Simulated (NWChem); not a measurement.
System: Na anion

Here is an NWChem input.

```
start job
memory heap 200 mb stack 700 mb global 900 mb
charge -1
geometry units angstroms noautoz
  Na     0.000000     0.000000     0.000000
end
basis spherical
  Na library 6-31+g*
end
dft
  xc xpbe96 cpbe96
  iterations 150
  mulliken
end
task dft energy
```

Excerpt of the output:

```
             Northwest Computational Chemistry Package (NWChem) 7.3.0
             --------------------------------------------------------

                             Geometry "geometry" -> ""
                             -------------------------

 Output coordinates in angstroms (scale by  1.889725989 to convert to a.u.)

  No.       Tag          Charge          X              Y              Z
 ---- ---------------- ---------- -------------- -------------- --------------
    1 Na                  11.0000     0.00000000     0.00000000     0.00000000

 Effective nuclear repulsion energy (a.u.)       0.0000000000

  pbe96 is a nonlocal functional; adding pw91lda local functional.

                                 NWChem DFT Module
                                 -----------------

 Summary of "ao basis" -> "ao basis" (spherical)
 ------------------------------------------------------------------------------
       Tag                 Description            Shells   Functions and Types
 ---------------- ------------------------------  ------  ---------------------
 Na                         6-31+g*                 10       22   5s4p1d

            General Information
            -------------------
          SCF calculation type: DFT
          Wavefunction type:  closed shell.
          No. of atoms     :     1
          No. of electrons :    12
           Alpha electrons :     6
            Beta electrons :     6
          Charge           :    -1
          Spin multiplicity:     1
          Use of symmetry is: off; symmetry adaption is: off
          Maximum number of iterations: 150
          AO basis - number of functions:    22
                     number of shells:    10
          Convergence on energy requested:  1.00D-06
          Convergence on density requested:  1.00D-05
          Convergence on gradient requested:  5.00D-04

              XC Information
              --------------
          PerdewBurkeErnzerhof Exchange Functional  1.000
            Perdew 1991 LDA Correlation Functional  1.000 local
           PerdewBurkeErnz. Correlation Functional  1.000 non-local

             Grid Information
             ----------------
          Grid used for XC integration:  medium
          Radial quadrature: Mura-Knowles
          Angular quadrature: Lebedev.
          Tag              B.-S. Rad. Rad. Pts. Rad. Cut. Ang. Pts.
          ---              ---------- --------- --------- ---------
          Na                  1.80       88          19.0       434
          Grid pruning is: on
          Number of quadrature shells:    88
          Spatial weights used:  Erf1

      Superposition of Atomic Density Guess
      -------------------------------------

 Sum of atomic energies:        -161.84140329

 Renormalizing density from      11.00 to     12

      Non-variational initial energy
      ------------------------------

 Total energy =    -169.953715
 1-e energy   =    -248.455296
 2-e energy   =      78.501581
 HOMO         =       0.094970
 LUMO         =       0.094970

     ---------------------------------------------
      Total Density - Mulliken Population Analysis
     ---------------------------------------------

    Atom       Charge   Shell Charges
 -----------   ------   -------------------------------------------------------
    1 Na  11    12.00   2.00  1.99  5.79  0.02  0.26 -0.00 -0.41 -0.00  2.36  0.00

   convergence    iter        energy       DeltaE   RMS-Dens  Diis-err
 ---------------- ----- ----------------- --------- --------- ---------
 d= 0,ls=0.0,diis     1   -161.9405405323 -1.62D+02  1.92D-01  6.02D-01
 d= 0,ls=0.0,diis     2   -162.0973751784 -1.57D-01  8.55D-02  7.16D-02
 d= 0,ls=0.0,diis     3   -162.1671925054 -6.98D-02  3.05D-02  1.44D-03
 d= 0,ls=0.0,diis     4   -162.1689597571 -1.77D-03  7.87D-03  3.30D-04
 d= 0,ls=0.0,diis     5   -162.1694687364 -5.09D-04  1.92D-03  7.77D-06
  Resetting Diis
 d= 0,ls=0.0,diis     6   -162.1694857322 -1.70D-05  1.52D-04  1.30D-07
 d= 0,ls=0.0,diis     7   -162.1694859491 -2.17D-07  3.23D-06  4.30D-12

         Total DFT energy =     -162.169485949053
      One electron energy =     -229.439502449658
           Coulomb energy =       81.630256869075
    Exchange-Corr. energy =      -14.360240368469
 Nuclear repulsion energy =        0.000000000000

 Numeric. integr. density =       12.000000000488

                       DFT Final Molecular Orbital Analysis
                       ------------------------------------

 Vector    4  Occ=2.000000D+00  E=-8.909508D-01
              MO Center= -7.1D-16,  2.6D-17, -4.2D-16, r^2= 2.4D-01
   Bfn.  Coefficient  Atom+Function         Bfn.  Coefficient  Atom+Function
  ----- ------------  ---------------      ----- ------------  ---------------
     5      0.889107  1 Na pz                 3     -0.417763  1 Na px
     4      0.156358  1 Na py                 9      0.026749  1 Na pz

 Vector    5  Occ=2.000000D+00  E=-8.909508D-01
              MO Center= -1.0D-15,  1.9D-17, -4.8D-16, r^2= 2.4D-01
   Bfn.  Coefficient  Atom+Function         Bfn.  Coefficient  Atom+Function
  ----- ------------  ---------------      ----- ------------  ---------------
     3      0.899674  1 Na px                 5      0.424259  1 Na pz
     7      0.027067  1 Na px

 Vector    6  Occ=2.000000D+00  E= 3.130264D-02
              MO Center= -9.4D-12,  1.3D-13, -4.6D-12, r^2= 1.2D+01
   Bfn.  Coefficient  Atom+Function         Bfn.  Coefficient  Atom+Function
  ----- ------------  ---------------      ----- ------------  ---------------
    10      0.451261  1 Na s                 14      0.404485  1 Na s
     6      0.260674  1 Na s                  2     -0.170582  1 Na s
     1      0.028713  1 Na s

 Vector    7  Occ=0.000000D+00  E= 6.019973D-02
              MO Center=  8.9D-16,  1.3D-13, -2.3D-14, r^2= 4.8D+01
   Bfn.  Coefficient  Atom+Function         Bfn.  Coefficient  Atom+Function
  ----- ------------  ---------------      ----- ------------  ---------------
    16      1.038644  1 Na py                17     -0.146702  1 Na pz
    12     -0.116659  1 Na py                 8      0.092805  1 Na py
    15      0.079229  1 Na px                 4     -0.028564  1 Na py

 Vector    8  Occ=0.000000D+00  E= 6.019973D-02
              MO Center=  1.4D-13, -5.5D-14, -3.2D-13, r^2= 4.8D+01
   Bfn.  Coefficient  Atom+Function         Bfn.  Coefficient  Atom+Function
  ----- ------------  ---------------      ----- ------------  ---------------
    17      0.940086  1 Na pz                15     -0.441707  1 Na px
    16      0.166476  1 Na py                13     -0.105590  1 Na pz
     9      0.083998  1 Na pz                11      0.049612  1 Na px
     7     -0.039467  1 Na px                 5     -0.025853  1 Na pz

 Vector    9  Occ=0.000000D+00  E= 6.019973D-02
              MO Center= -1.8D-11,  1.7D-13, -8.4D-12, r^2= 4.8D+01
   Bfn.  Coefficient  Atom+Function         Bfn.  Coefficient  Atom+Function
  ----- ------------  ---------------      ----- ------------  ---------------
    15      0.951419  1 Na px                17      0.448662  1 Na pz
    11     -0.106862  1 Na px                 7      0.085011  1 Na px
    13     -0.050393  1 Na pz                 9      0.040089  1 Na pz
     3     -0.026165  1 Na px

     ---------------------------------------------
      Total Density - Mulliken Population Analysis
     ---------------------------------------------

    Atom       Charge   Shell Charges
 -----------   ------   -------------------------------------------------------
    1 Na  11    12.00   2.00  2.00  5.97  0.44  0.04  0.86 -0.00  0.70  0.00  0.00

     -------------------------------------------
      Total Density - Lowdin Population Analysis
     -------------------------------------------

    Atom       Charge   Shell Charges
 -----------   ------   -------------------------------------------------------
    1 Na  11    12.00   2.00  1.99  5.91  0.52  0.08  0.79  0.00  0.69  0.00  0.00
```

Level: PBE/6-31+G* (spherical d). The highest occupied level is positive, so the extra electron may be held by the finite basis.
